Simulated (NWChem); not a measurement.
The numbers come from NWChem runs, not from measurements. System: CH, charge 1, spin multiplicity 1, displaced from the optimised geometry. The structure started from a generated list of species. Level: CCSD(T)/cc-pVDZ, 1 core orbitals frozen, spin-restricted.

NWChem printed:

```
             Northwest Computational Chemistry Package (NWChem) 7.3.0
             --------------------------------------------------------

                                NWChem Input Module
                                -------------------

 Scaling coordinates for geometry "geometry" by  1.889725989
 (inverse scale =  0.529177249)

                             Geometry "geometry" -> ""
                             -------------------------

 Output coordinates in angstroms (scale by  1.889725989 to convert to a.u.)

  No.       Tag          Charge          X              Y              Z
 ---- ---------------- ---------- -------------- -------------- --------------
    1 C                    6.0000     0.00000000     0.00000000     0.73751100
    2 H                    1.0000     0.00000000     0.00000000    -0.98334800

 Effective nuclear repulsion energy (a.u.)       1.8450456975

            Nuclear Dipole moment (a.u.)
            ----------------------------
        X                 Y               Z
 ---------------- ---------------- ----------------
     0.0000000000     0.0000000000     6.5039039500


 Summary of "ao basis" -> "" (spherical)
 ------------------------------------------------------------------------------
       Tag                 Description            Shells   Functions and Types
 ---------------- ------------------------------  ------  ---------------------
 *                          cc-pvdz                   on all atoms

 Summary of "ao basis" -> "ao basis" (spherical)
 ------------------------------------------------------------------------------
       Tag                 Description            Shells   Functions and Types
 ---------------- ------------------------------  ------  ---------------------
 C                          cc-pvdz                  6       14   3s2p1d
 H                          cc-pvdz                  3        5   2s1p

                                 NWChem SCF Module
                                 -----------------

  ao basis        = "ao basis"
  functions       =    19
  atoms           =     2
  closed shells   =     3
  open shells     =     0
  charge          =   1.00
  wavefunction    = RHF
  use symmetry    = F
  symmetry adapt  = F

 Summary of "ao basis" -> "ao basis" (spherical)
 ------------------------------------------------------------------------------
       Tag                 Description            Shells   Functions and Types
 ---------------- ------------------------------  ------  ---------------------
 C                          cc-pvdz                  6       14   3s2p1d
 H                          cc-pvdz                  3        5   2s1p

 Forming initial guess at       0.0s

      Superposition of Atomic Density Guess
      -------------------------------------

 Sum of atomic energies:         -38.16542511

 Renormalizing density from       7.00 to      6

      Non-variational initial energy
      ------------------------------

 Total energy =     -33.926427
 1-e energy   =     -46.797460
 2-e energy   =      11.025988
 HOMO         =      -0.679947
 LUMO         =      -0.592588

 Starting SCF solution at       0.0s

 ----------------------------------------------
         Quadratically convergent ROHF

 Convergence threshold     :          1.000E-07
 Maximum no. of iterations :          100
 Final Fock-matrix accuracy:          1.000E-09
 ----------------------------------------------

              iter       energy          gnorm     gmax       time
             ----- ------------------- --------- --------- --------
                 1      -37.8003975185  4.08D-01  1.90D-01      0.0
                 2      -37.8141684193  6.43D-02  3.92D-02      0.0
                 3      -37.8147453365  1.77D-03  8.26D-04      0.0
                 4      -37.8147458810  1.03D-06  7.07D-07      0.0
                 5      -37.8147458810  7.16D-09  3.62D-09      0.0

       Final RHF  results
       ------------------

         Total SCF energy =    -37.814745880973
      One-electron energy =    -51.812996712398
      Two-electron energy =     12.153205133900
 Nuclear repulsion energy =      1.845045697526

        Time for solution =      0.0s
[...]
 MP2 Corr. energy:             -0.079708167566697
 Total MP2 energy:            -37.894454048539316

 ****************************************************************************
              the segmented parallel ccsd program:    1 nodes
 ****************************************************************************

 level of theory    ccsd(t)
 number of core         1
 number of occupied     2
 number of virtual     16
 number of deleted      0
 total functions       19
 number of shells       9
 basis label          566

   ***** ccsd parameters *****
   iprt   =     0
   convi  =  0.100E-05
   maxit  =    60
   mxvec  =     5
 memory            104855644
  Using  1 OpenMP thread(s) in CCSD
  IO offset    20.000000000000000
  IO error message >End of File
  file_read_ga: failing reading from ./mol.t2
  Failed reading restart vector from ./mol.t2
  Using MP2 initial guess vector

-------------------------------------------------------------------------
 iter     correlation     delta       rms       T2     Non-T2      Main
             energy      energy      error      ampl     ampl      Block
                                                time     time      time
-------------------------------------------------------------------------
   1     -0.1016059082 -1.016D-01  1.348D-01     0.02     0.00     0.01
   2     -0.1106033926 -8.997D-03  7.151D-02     0.02     0.00     0.01
   3     -0.1185800485 -7.977D-03  5.670D-03     0.02     0.00     0.01
   4     -0.1193401958 -7.601D-04  5.056D-03     0.02     0.00     0.01
   5     -0.1195739753 -2.338D-04  1.486D-04     0.02     0.00     0.02
   6     -0.1195724086  1.567D-06  3.101D-04     0.02     0.00     0.01
   7     -0.1195560687  1.634D-05  1.893D-04     0.02     0.00     0.01
   8     -0.1195571806 -1.112D-06  4.198D-05     0.02     0.00     0.01
   9     -0.1195563771  8.036D-07  1.051D-05     0.02     0.00     0.01
  10     -0.1195556231  7.540D-07  3.964D-06     0.02     0.00     0.01
  11     -0.1195551983  4.247D-07  1.178D-06     0.02     0.00     0.01
  12     -0.1195552078 -9.438D-09  7.596D-07     0.02     0.00     0.01
                  *************converged*************
-------------------------------------------------------------------------

 -----------
 CCSD Energy
 -----------
 Reference energy:             -37.814745880972616
 CCSD corr. energy:             -0.119555207781613
 Total CCSD energy:            -37.934301088754232

 --------------------------------
 Spin Component Scaled (SCS) CCSD
 --------------------------------
 Same spin contribution:                 -0.005495440887216
 Same spin scaling factor:                1.130000000000000
 Opposite spin contribution:             -0.114059766894397
 Opposite spin scaling fact.:             1.270000000000000
 SCS-CCSD correlation energy:            -0.151065752158439
 Total SCS-CCSD energy:                 -37.965811633131054
 memory            104855644

*********triples calculation*********

nkpass=    1; nvpass=    1; memdrv=           4944; memtrn=         303737; memavail=      104855596
 memory available/node                      104855596
 total number of virtual orbitals        16
 number of virtuals per integral pass    16
 number of integral evaluations           1
 number of occupied per triples pass      2
 number of triples passes                 1

 commencing integral evaluation        1 at           0.21
  symmetry use  F
task         2 out of        45 done   4%  at       0.0 secs
task         3 out of        45 done   6%  at       0.0 secs
task         5 out of        45 done  11%  at       0.0 secs
task         7 out of        45 done  15%  at       0.0 secs
task         9 out of        45 done  20%  at       0.0 secs
task        12 out of        45 done  26%  at       0.0 secs
task        14 out of        45 done  31%  at       0.0 secs
task        16 out of        45 done  35%  at       0.0 secs
task        18 out of        45 done  40%  at       0.0 secs
task        21 out of        45 done  46%  at       0.0 secs
task        23 out of        45 done  51%  at       0.0 secs
task        25 out of        45 done  55%  at       0.0 secs
task        27 out of        45 done  60%  at       0.0 secs
task        30 out of        45 done  66%  at       0.0 secs
task        32 out of        45 done  71%  at       0.0 secs
task        34 out of        45 done  75%  at       0.0 secs
task        36 out of        45 done  80%  at       0.0 secs
task        39 out of        45 done  86%  at       0.0 secs
task        41 out of        45 done  91%  at       0.0 secs
task        43 out of        45 done  95%  at       0.0 secs
task        45 out of        45 done 100%  at       0.0 secs
 commencing triples evaluation - blocking       1
 ccsd(t): done        1 out of       16 progress:    6.2%
 ccsd(t): done        2 out of       16 progress:   12.5%
 ccsd(t): done        3 out of       16 progress:   18.8%
 ccsd(t): done        4 out of       16 progress:   25.0%
 ccsd(t): done        5 out of       16 progress:   31.2%
 ccsd(t): done        6 out of       16 progress:   37.5%
 ccsd(t): done        7 out of       16 progress:   43.8%
 ccsd(t): done        8 out of       16 progress:   50.0%
 ccsd(t): done        9 out of       16 progress:   56.2%
 ccsd(t): done       10 out of       16 progress:   62.5%
 ccsd(t): done       11 out of       16 progress:   68.8%
 ccsd(t): done       12 out of       16 progress:   75.0%
 ccsd(t): done       13 out of       16 progress:   81.2%
 ccsd(t): done       14 out of       16 progress:   87.5%
 ccsd(t): done       15 out of       16 progress:   93.8%
 ccsd(t): done       16 out of       16 progress:  100.0%
 Time for integral evaluation pass     1        0.02
 Time for triples evaluation pass      1        0.00

 pseudo-e(mp4)  -0.22373064735366E-02
 pseudo-e(mp5)  -0.71759135495328E-04
        e(t)    -0.23090656090320E-02

 --------------
 CCSD(T) Energy
 --------------
 Reference energy:                     -37.814745880972616

 CCSD corr. energy:                     -0.119555207781613
 T(CCSD) corr. energy:                  -0.002237306473537
 Total CCSD+T(CCSD) energy:            -37.936538395227764

 CCSD corr. energy:                     -0.119555207781613
 (T) corr. energy:                      -0.002309065609032
 Total CCSD(T) energy:                 -37.936610154363258

 routine      calls  cpu(0)   cpu-min  cpu-ave  cpu-max   i/o
 aoccsd          1     0.00     0.00     0.00     0.00    0.00
 iterdrv         1     0.00     0.00     0.00     0.00    0.00
 pampt          12     0.00     0.00     0.00     0.00    0.00
 t2pm           12     0.00     0.00     0.00     0.00    0.00
 sxy            12     0.00     0.00     0.00     0.00    0.00
 ints        24300     0.16     0.16     0.16     0.16    0.00
 t2eri         540     0.01     0.01     0.01     0.01    0.00
 idx2          540     0.00     0.00     0.00     0.00    0.00
 idx34          12     0.00     0.00     0.00     0.00    0.00
 ht2pm          12     0.00     0.00     0.00     0.00    0.00
 itm            12     0.00     0.00     0.00     0.00    0.00
 pdiis          12     0.00     0.00     0.00     0.00    0.00
 triples         1     0.00     0.00     0.00     0.00    0.00
 rdtrpo          1     0.00     0.00     0.00     0.00    0.00
 trpmos          1     0.02     0.02     0.02     0.02    0.00
 trpdrv          1     0.00     0.00     0.00     0.00    0.00
 dovvv         192     0.00     0.00     0.00     0.00    0.00
 doooo         192     0.00     0.00     0.00     0.00    0.00
 tengy         128     0.00     0.00     0.00     0.00    0.00
 Total                 0.21     0.21     0.21     0.21    0.00

 Task  times  cpu:        0.3s     wall:        0.3s

 Total times  cpu:        0.3s     wall:        0.3s
```

Problem. Write an NWChem input that would produce this output.

Solution. Several could match; the one computed here: 
```
start mol
memory heap 100 mb stack 700 mb global 1900 mb
charge 1
geometry units angstroms nocenter noautoz noautosym
  C      0.000000     0.000000     0.737511
  H      0.000000     0.000000    -0.983348
end
basis spherical
  * library cc-pvdz
end
scf
  rhf
  nopen 0
  maxiter 100
  thresh 1e-7
  semidirect memsize 60000000 filesize 0
end
ccsd
  freeze core 1
  maxiter 60
end
task ccsd(t) energy
```
